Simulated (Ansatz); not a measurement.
Li₃H₅⁺, relaxed as a doublet with UKS PBE0-D4/def2-TZVP in Ansatz, starting from the GFN2-xTB geometry. Force threshold 0.02 eV/Å.

The structure comes from a short search, and lower isomers may exist.

Start:

```xyz
8

Li    1.284    0.299   -0.542
Li   -0.342   -1.163    1.156
Li   -1.058    1.458   -0.798
H    -2.599    0.715   -0.390
H     2.167    1.285   -1.280
H     0.603   -2.176    0.673
H    -1.694    0.674    0.860
H     1.640   -1.094    0.321
```

Estimate the energy that the relaxation releases and the steps that it takes.

7.87 eV, in 60 steps; 100 s on 4 threads of Intel Xeon on a shared host. The force fell under the threshold at step 48, but the optimiser went on and released 0.003 eV more. No frequencies were taken in this run, so the end may be a saddle point.

Does the start keep its bonding and symmetry?

Bonds lost: Li1–Li2, Li1–Li3, Li1–H8, Li2–H6, Li3–H4 (atoms count from 1). Bonds formed: Li3–H5 (atoms count from 1). The end holds 2 separate pieces.

Predict the relaxed structure.


```xyz
8

Li    0.2307    0.0699    0.0306
Li    1.9291   -2.6189    1.1741
Li   -1.5182    2.6129   -1.0849
H    -2.7936    4.0851   -1.7840
H    -0.6511    1.3626   -0.5373
H     3.2998   -4.2919    2.1084
H    -3.2683    3.5072   -1.7058
H     2.7715   -4.7269    1.7990
```
Bond lengths (bridged metal pairs left out): 2 × H–Li 1.62 to 1.66 Å.
